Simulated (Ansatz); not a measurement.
A run of Ansatz (development build ahead of 0.2.0) on doublet C₂H₅ at this shape:

```yaml
atoms:
  - { symbol: C, position_ang: [0.1804, -0.6543, 0.1933] }
  - { symbol: C, position_ang: [-0.2258, 0.7145, -0.2797] }
  - { symbol: H, position_ang: [0.5040, 1.5054, -0.3436] }
  - { symbol: H, position_ang: [-1.2610, 1.1036, -0.1244] }
  - { symbol: H, position_ang: [1.2570, -0.8613, 0.0125] }
  - { symbol: H, position_ang: [0.0799, -0.8183, 1.3035] }
  - { symbol: H, position_ang: [-0.3932, -1.3807, -0.3442] }
```

Its results:

* Converged: yes
* Total energy: -78.53906 hartree
* Spin squared of the determinant: 0.762
* Stability test: minimum

Forces (eV/Å):
```tsv
atom	Fx	Fy	Fz
C1	1.083	0.443	0.924
C2	-0.820	0.525	0.702
H3	0.318	0.094	-0.120
H4	0.859	-0.724	-0.207
H5	-0.655	0.246	-0.218
H6	-0.363	0.246	-1.002
H7	-0.423	-0.829	-0.079
```

Question: Which input gives this output? Name the method, the orbitals and the basis set, and write the input.

Answer: UHF in def2-SVP.

```yaml
crystal:
  periodic: [false, false, false]
  atoms:
    - { symbol: C, position_ang: [0.18044, -0.65433, 0.19327] }
    - { symbol: C, position_ang: [-0.22577, 0.71446, -0.27966] }
    - { symbol: H, position_ang: [0.50404, 1.50542, -0.34356] }
    - { symbol: H, position_ang: [-1.26097, 1.10362, -0.1244] }
    - { symbol: H, position_ang: [1.25704, -0.86133, 0.01247] }
    - { symbol: H, position_ang: [0.07991, -0.81831, 1.30351] }
    - { symbol: H, position_ang: [-0.39323, -1.38073, -0.34419] }
basis:
  gaussian: { orbitals: def2-SVP }
magnetization:
  spin_polarized: true
  initial_magnetization: 1
hamiltonian:
  xc: hf
output:
  forces: true
```
